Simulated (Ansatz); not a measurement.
We consider hcp Lu, described by PBE+SOC (Ansatz, a quantum-chemistry and plane-wave program, PAW).

Numerical settings: plane-wave cutoff 520 eV, 18×18×10 k mesh (along the axes of the cell as run), Fermi–Dirac smearing 0.05 eV, PAW data made under PBE.

Computed points:

```tsv
V (Å³/atom)	E − E_lowest (meV/atom)	P (GPa)
27.739	7.18	2.046
28.317	1.75	0.980
28.895	0.00	0.005
29.473	1.61	-0.886
30.050	6.30	-1.702
```

Question: Estimate the bulk modulus and its pressure derivative from these points.

Answer: V0 = 28.898 Å³/atom, B0 = 46.6 GPa, B′ = 3.5 (fit to the energies at full precision).

Shape and atoms are relaxed at each volume.

Measured, for comparison: bulk modulus 47.6 GPa (room temperature, no zero-point or thermal correction; as tabulated in Wikipedia's data pages); equilibrium volume per atom 29.52 Å³/atom (room temperature, no zero-point or thermal correction; as tabulated in Söderlind et al. (2014), doi:10.1088/0953-8984/26/41/416001). Computed (rounded) less measured: bulk modulus -2 %, equilibrium volume per atom -2.1 %.

Note: the bulk modulus comes from volumes at which shape and atoms were relaxed.

The computed numbers hold no vibrational or temperature effects.
